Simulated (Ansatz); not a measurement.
**Basis or method: atomization of OH**

OH, doublet; coordinates (Å): O 0.000 0.000 0.000; H 0.000 0.000 0.973. Quantity: atomization.

Ansatz 0.2.0, basis cc-pVDZ or cc-pVTZ; geometries are PBE0/def2-TZVP minima. Wave-function levels freeze the cores; HF, MP2 and coupled cluster are restricted for singlets and unrestricted otherwise, atoms included (their steps beyond CCSDT(Q) come from restricted open-shell runs), Kohn–Sham unrestricted where that lies lower. The reference is full CI, exact within the basis. Semilocal and hybrid functionals correlate all electrons outside any core potential and usually lie nearer their basis limit than the reference, so part of their error here is the reference's basis and frozen-core error; RPA and the MP2 part of double hybrids freeze the same cores as the reference. None of these values is a measured one. Energies are electronic, without zero-point terms. No spin–orbit coupling and no scalar relativity. The species are chosen: bound, without strong static correlation by their natural occupations or amplitudes, in their lowest spin state as far as vertical gaps and like structures tell, and with a ladder that closes on the reference, so errors are smaller than for species at large; levels whose determinant breaks symmetry or spin markedly are left out.

```
    level  cc-pVDZ (kcal/mol)  cc-pVTZ (kcal/mol)
reference      94.3 (full CI)     102.9 (full CI)
       HF                64.2                67.5
  CCSD(T)                94.2               102.9
      PBE               103.5               108.4
    B3LYP               101.8               106.7
  wB97M-V               102.8               106.1
   B2PLYP                98.6               104.9
  RPA-PBE                91.4                99.9
```

From cc-pVDZ to cc-pVTZ the reference moves by 8.6 kcal/mol and PBE by 4.9; the step from CCSD(T) to the reference is 0.2 in the first and 0.1 in the last.
